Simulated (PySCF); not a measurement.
Geometry:
```json
{"atom": "F1", "x (Å)": "-0.827", "y (Å)": "-1.065", "z (Å)": "-0.378"}
{"atom": "P2", "x (Å)": "0.018", "y (Å)": "-0.107", "z (Å)": "0.579"}
{"atom": "F3", "x (Å)": "1.379", "y (Å)": "-0.138", "z (Å)": "-0.253"}
{"atom": "F4", "x (Å)": "-0.532", "y (Å)": "1.282", "z (Å)": "0.017"}
```

Geometry: PBE0-D3(BJ)/def2-SVP; GIAO absolute shieldings from PySCF, gas phase, non-relativistic, averaged over equivalent atoms.

At B97-D/pcSseg-2 (151 basis functions, 7 s wall time on 1 thread of an Arm Neoverse V1, shared host):
```tsv
atoms	σ (ppm)
F1/F3/F4	190.9
P2	164.4
```

What do these become at mPW1PW91/pcSseg-2?

Answers


```csv
atoms,σ at mPW1PW91/pcSseg-2,change
F1/F3/F4,200.1,+9.2
P2,171.2,+6.8
```

The largest change is at F1/F3/F4 (fluorine bonded to P). Cost: 151 basis functions, 4.9 s wall time on 1 thread of an Arm Neoverse V1, shared host.
